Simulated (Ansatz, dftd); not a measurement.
Reaction: C3H4 (prop-1-yne, SMILES C#CC) → C3H3 (SMILES C(#C)[CH2], doublet) + H (doublet) (the C-H bond breaks)
Each species at its own B3LYP-D3(BJ)/def2-TZVP minimum (Ansatz, an electronic-structure program).

Wanted: bond dissociation energy (electronic), in kJ/mol. Open shells are spin-unrestricted; no spin-orbit coupling. Correlated methods leave the cores frozen. Rows without X2C or -DK are non-relativistic. CBS(X,Y): correlation extrapolated as X^-3, Hartree-Fock from the larger set (Q,5: extrapolated as (X+1)exp(-9√X)). A bracket is a step between two methods taken in the basis named. Functionals run without relativity, which enters their misses. '+ core + X2C': CCSD(T) terms for core correlation (cc-pwCVTZ) and scalar relativity (cc-pVTZ-DK). Where a partner has so few electrons that a lower coupled-cluster level is exact, that level stands in. The UHF reference of C3H3 (C#C[CH2], doublet) is spin-contaminated (<S^2> up to 0.21 over the pure value in the sets run).

Compared with CCSD(T)/CBS(cc-pVQZ,cc-pV5Z) + [CCSDT(Q) - CCSD(T)]/cc-pVDZ + core + X2C (Ansatz): 415.5 kJ/mol.

Costs are rough ratios of core time, to one figure, on one kind of shared machine, summed over the single points of the molecules; atoms, geometries and frequencies are left out. The first row took roughly 9 core seconds; short runs hold start-up time.

```json
[
 {"level": "PBE0/def2-TZVPD", "program": "Ansatz", "cost relative to the first row": "1"},
 {"level": "CAM-B3LYP/def2-TZVPD", "program": "Ansatz", "cost relative to the first row": "1"},
 {"level": "r2SCANh-D4/def2-TZVPD", "program": "Ansatz + dftd4", "cost relative to the first row": "1"},
 {"level": "wB97X-V/def2-TZVPD", "program": "Ansatz", "cost relative to the first row": "2"},
 {"level": "CCSD(T)/cc-pVTZ", "program": "Ansatz", "cost relative to the first row": "8"},
 {"level": "CCSDT(Q)/cc-pVDZ", "program": "Ansatz", "cost relative to the first row": "40"}
]
```

Problem. Among the rows that cost no more than wB97X-V/def2-TZVPD, which comes nearest?

Solution. wB97X-V/def2-TZVPD.
```tsv
level	difference (kJ/mol)
PBE0/def2-TZVPD	-23.7
CAM-B3LYP/def2-TZVPD	-13.0
r2SCANh-D4/def2-TZVPD	-32.4
wB97X-V/def2-TZVPD	-5.7
CCSD(T)/cc-pVTZ	-2.6
CCSDT(Q)/cc-pVDZ	-17.6
```
